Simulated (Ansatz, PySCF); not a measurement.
Species: NH₃, charge 0, singlet. NH3 (azane, SMILES N).
B3LYP-D3(BJ)/def2-TZVP minimum from Ansatz (a quantum-chemistry and plane-wave program):
```xyz
4

N      0.0022    -0.0038     0.1116
H     -0.0020     0.9512    -0.2281
H      0.8095    -0.4644    -0.2929
H     -0.8232    -0.4600    -0.2599
```

Total energies in hartree (Ansatz). Radicals and triplets start from unrestricted determinants; spin-orbit coupling is neglected. Cores are frozen in correlated methods. No relativity. Where a partner has so few electrons that a lower coupled-cluster level is exact, that level stands in.

| species | HF/cc-pVTZ | CCSD(T)/cc-pVTZ | HF/cc-pVQZ | CCSD(T)/cc-pVQZ | CCSDT(Q)/cc-pVQZ |
|---|---|---|---|---|---|
| 1: NH3 (SMILES N) | -56.21775 | -56.47304 | -56.22299 | -56.49297 | -56.49347 |
| 2: N (quartet) | -54.40069 | -54.51471 | -54.40372 | -54.52482 | -54.52521 |
| 3: H (doublet) | -0.49981 | -0.49981 | -0.49995 | -0.49995 | -0.49995 |

Task: Work out the enthalpy of formation at 298 K (by atomisation, with ideal-gas terms from PySCF's Hessian at B3LYP-D3(BJ)/def2-TZVP and the atoms' measured values of the G2/97 table; no spin-orbit terms) in kJ/mol: take Hartree-Fock from cc-pVQZ, extrapolate the CCSD(T) correlation energy as X^-3 (X = 3, 4), and add CCSDT(Q) - CCSD(T) in cc-pVQZ. The further terms named in the bracket sum to +0.45766 hartree. 1 hartree = 2625.5 kJ/mol.

Result: 
Species 1: correlation (64·(-0.26998) - 27·(-0.25529))/37 = -0.28070; step -0.00050; E1 = -56.22299 + (-0.28070) + (-0.00050) = -56.50419
Species 2: correlation (64·(-0.12110) - 27·(-0.11402))/37 = -0.12627; step -0.00039; E2 = -54.40372 + (-0.12627) + (-0.00039) = -54.53038
Species 3: correlation (64·(0.00000) - 27·(0.00000))/37 = 0.00000; step +0.00000; E3 = -0.49995 + (0.00000) + (+0.00000) = -0.49995
+1·E1 -1·E2 -3·E3 +0.45766 = -0.01630 hartree = -42.8 kJ/mol. Measured: -10.9 kcal/mol, -45.6 kJ/mol (Active Thermochemical Tables 1.112 (ions: stationary electron), as tabulated in the package chemicals). The composite differs from it by +2.8 kJ/mol; core, relativistic and spin-orbit terms are not in it.
